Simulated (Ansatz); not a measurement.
Energy profile

The step: AlH₃SO ([OH][AlH][SH]) → AlHO ([OH][Al]) + H₂S; bonds formed: S2–H3; bonds broken: Al1–S2, Al1–H3 (atoms numbered as in the saddle structure below).

```
6
angstrom
Al -0.3871 0.2349 0.8922
S 1.1856 0.2887 -1.0602
H 0.9300 1.2055 0.4495
O -1.8475 -0.4846 0.4211
H 2.0958 -0.3195 -0.2827
H -1.9767 -0.9249 -0.4200
```

Electronic energies by CCSD(T) at an estimated basis limit (MP2 extrapolated from triple and quadruple zeta, plus CCSD(T) − MP2 in triple zeta), on PBE0-D4/def2-TZVP structures; AlH3SO, singlet; no counterpoise correction. Computed with Ansatz 0.2.0 (basis: def2-TZVPP and def2-QZVPP); correlated methods freeze the cores. Extrapolation: Hartree–Fock as exp(−7.88 √X), correlation as X^−2.97.

(1) Give the profile in kJ/mol, counted from the start structure. (An estimate is asked for; the value comes from the calculation.)

T1 diagnostic: at most 0.019. The restricted Hartree–Fock reference is unstable towards an unrestricted one at one or more of these structures. A large double-excitation amplitude points to some diradical character; no triplet was computed.

Results:

(1) The calculation gives:
| point | kJ/mol |
| --- | --- |
| start structure | 0.0 |
| saddle | 286.4 |
| end structure | 170.8 |
| separated: AlHO (linked as [OH][Al]; Al1, O4, H6; singlet) + H2S (S2, H3, H5; singlet) | 176.2 |

For scale, one of the runs: CCSD(T)/def2-TZVPP, 157 basis functions, launched by `ansatz run in.yaml --threads 2 --pin off --events-out ev --progress --plain --max-ram 4352MiB`. Hardware: 2 CPU threads of an Intel Xeon Platinum 8375C, shared host. Wall time 9.5 s; peak host memory 1 GiB.
